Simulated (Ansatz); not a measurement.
**MgH₂O₂: ionisation energy by level of theory**

The task here is to estimate one member of a computed series from the others.

Method: unrestricted cation, the program's frozen cores in correlated methods; program: Ansatz 0.2.0, Gaussian basis.

Levels to be run: UKS PBE-D4/def2-TZVPP; UKS r2SCAN-D4/def2-TZVPP; UKS PBE0-D4/def2-TZVPP; UKS B3LYP-D4/def2-TZVPP; UKS wB97X-V/def2-TZVPP; UKS wB97M-V/def2-TZVPP; UKS B2PLYP/def2-TZVPP; UHF-CCSD(T)/def2-TZVPP; UHF-MP2/def2-QZVPP; extrapolation to the limit; then −ε(HOMO) from the neutral's earlier runs with LDA (SPW92), PBE-D4, revPBE-D4, BLYP-D4, r2SCAN-D4, B97M-V, PBE0-D4, B3LYP-D4, r2SCANh-D4, r2SCAN0-D4, HSE06-D4, BHLYP-D4, CAM-B3LYP-D4, LC-ωPBE, ωB97X-V, ωB97M-V.

## The geometry

An earlier PBE0-D4 in a triple-zeta def2 set relaxation fixed the geometry.

5 atoms, charge 0, spin multiplicity 1.

Atoms are counted from 1 here; the program's logs count them from 0.

Bond lengths: O1–Mg2 1.766 Å, O1–H4 0.948 Å, Mg2–O3 1.766 Å, O3–H5 0.948 Å. Angles: Mg2–O1–H4 155.7°, O1–Mg2–O3 179.8°, Mg2–O3–H5 155.7°.

The first run:

Contents of in.yaml:

```yaml
crystal:
  periodic: [false, false, false]
  atoms:
    - {symbol: O, position_ang: [-1.620126, -0.045601, -0.687723]}
    - {symbol: Mg, position_ang: [0.010179, -0.017511, -0.008649]}
    - {symbol: O, position_ang: [1.641143, 0.003188, 0.669112]}
    - {symbol: H, position_ang: [-2.565097, -0.111867, -0.662323]}
    - {symbol: H, position_ang: [2.583802, 0.098091, 0.648183]}
basis:
  gaussian: {orbitals: def2-TZVPP}
total_charge: 1
magnetization: {spin_polarized: true, initial_magnetization: 1}
hamiltonian: {xc: pbe, dispersion: d4}
```

The run is started by

```console
$ ansatz run in.yaml --threads 4 --pin off --events-out ev --progress --plain --max-ram 10444MiB
```

Steps of the session up to this table: Cation, UKS PBE-D4/def2-TZVPP; Cation, UKS r2SCAN-D4/def2-TZVPP; Cation, UKS PBE0-D4/def2-TZVPP; Cation, UKS B3LYP-D4/def2-TZVPP; Cation, UKS wB97X-V/def2-TZVPP; Cation, UKS wB97M-V/def2-TZVPP; Cation, UKS B2PLYP (frozen core)/def2-TZVPP; Cation, UHF-CCSD(T)/def2-TZVPP; Cation, UHF-MP2/def2-QZVPP.

One table of the session follows, with a row left open; its other results are not shown here.

It belongs to the step «Ionisation energies side by side». Orbital estimates, from the neutral's runs:

| functional | −ε(HOMO) (eV) |
| --- | --- |
| LDA (SPW92) | 6.49 |
| PBE-D4 | 6.26 |
| revPBE-D4 | 6.17 |
| BLYP-D4 | 6.19 |
| r2SCAN-D4 | 6.58 |
| B97M-V | 6.61 |
| PBE0-D4 | 7.89 |
| B3LYP-D4 | 7.65 |
| r2SCANh-D4 | 7.20 |
| r2SCAN0-D4 | 8.14 |
| HSE06-D4 | 7.48 |
| BHLYP-D4 | 9.51 |
| CAM-B3LYP-D4 | ? |
| LC-ωPBE | 10.85 |
| ωB97X-V | 10.47 |
| ωB97M-V | 10.42 |

Q: Estimate the row for CAM-B3LYP-D4 from the others.

The run gave: −ε(HOMO) (eV): 9.46. In the column «−ε(HOMO) (eV)» it lies between r2SCAN0-D4 (8.14) and BHLYP-D4 (9.51).

To keep in mind: The cation may have settled in a state other than its lowest; no search over hole states beyond the program's own was made.
